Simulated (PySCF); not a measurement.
# One molecule, a ladder of functionals, a line

Molecule: `CC(OC=C)=O`, C4H6O2.

Geometry (Å), atoms numbered from 1 in this order:
```xyz
12

C    -2.268    0.173    1.121
C    -1.307   -0.420    0.420
O    -0.131    0.230    0.163
C     0.812   -0.407   -0.580
C     2.016    0.465   -0.753
O     0.668   -1.512   -1.023
H    -2.148    1.188    1.505
H    -3.197   -0.362    1.321
H    -1.363   -1.431    0.007
H     2.399    0.772    0.231
H     2.785   -0.078   -1.312
H     1.734    1.382   -1.291
```

GIAO shieldings (ppm, equivalent atoms averaged) in PySCF on the PBE0-D3(BJ)/def2-SVP geometry, basis pcSseg-2, gas phase, non-relativistic:

| functional | exact exchange (%) | σ(O3) |
| --- | --- | --- |
| BLYP | 0 | 47.1 |
| BP86 | 0 | 50.2 |
| PBE | 0 | 49.0 |
| B3LYP | 20 | 63.5 |
| mPW1PW91 | 25 | 69.2 |
| BHandHLYP | 50 | 87.6 |
| HF | 100 | 125.6 |

(1) Fit each shielding as a line in the percentage of exact exchange.

(2) What does the line predict for PBE0 (25 %), and what does the run give?

Results:

(1) σ(O3) = 48.9 + 0.77 x (rms 1.0 ppm). The functionals also differ in their semilocal parts, which the line can't hold; Hartree–Fock has no correlation at all.

(2) σ(O3): 68.2 predicted, 69.3 computed ppm.
